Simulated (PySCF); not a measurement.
Gas-phase reaction: HF + 2 C₃H₆ (cyclic) → CHF + CH₃C(CH₃)₂CH₃

Method: PySCF energies (xtb for GFN2) plus ideal-gas RRHO corrections (1 bar). † marks an energy on the PBE0/def2-TZVP geometry and frequencies; other levels use their own. MP2 freezes the core. 6-31G* has spherical d functions here. All species are closed-shell singlets. B3LYP is the form with VWN-RPA correlation. CHF: computed as isolated molecules; such fragments, hydroxides, amides, oligomers or adducts are transient or little studied in the gas. MP2 isn't extrapolated to the basis-set limit; its ΔH°(298 K) is 152.0 kJ in def2-SVP and 170.7 kJ in def2-TZVPP. The harmonic model lacks anharmonicity and excited electronic states, which grow with temperature; levels with a mode under 35 cm⁻¹ are left out. Internal rotation in CH₃C(CH₃)₂CH₃ is treated as a harmonic vibration of one conformer, which makes the entropy rough.

ΔH° and ΔS° at 298 K: B3LYP/def2-TZVP† 152 kJ, -119 J/K; BLYP/def2-TZVP† 149 kJ, -119 J/K; GFN2-xTB 155 kJ, -114 J/K; HF/6-31G* 83 kJ, -122 J/K; MP2/def2-SVP† 152 kJ, -119 J/K.

Question: With the heat capacities included, give log10 K (1 bar) at 500, 600, 800, 1000, 2500 K from B3LYP/def2-TZVP†, BLYP/def2-TZVP†, GFN2-xTB, HF/6-31G*, MP2/def2-SVP†.

Answer: 
| T (K) | B3LYP/def2-TZVP† | BLYP/def2-TZVP† | GFN2-xTB | HF/6-31G* | MP2/def2-SVP† |
|---|---|---|---|---|---|
| 500 | -22.0 | -21.7 | -22.0 | -15.0 | -22.0 |
| 600 | -19.3 | -19.1 | -19.3 | -13.5 | -19.3 |
| 800 | -15.9 | -15.7 | -15.9 | -11.6 | -15.9 |
| 1000 | -13.9 | -13.7 | -13.8 | -10.4 | -13.9 |
| 2500 | -8.7 | -8.6 | -8.5 | -7.4 | -8.7 |
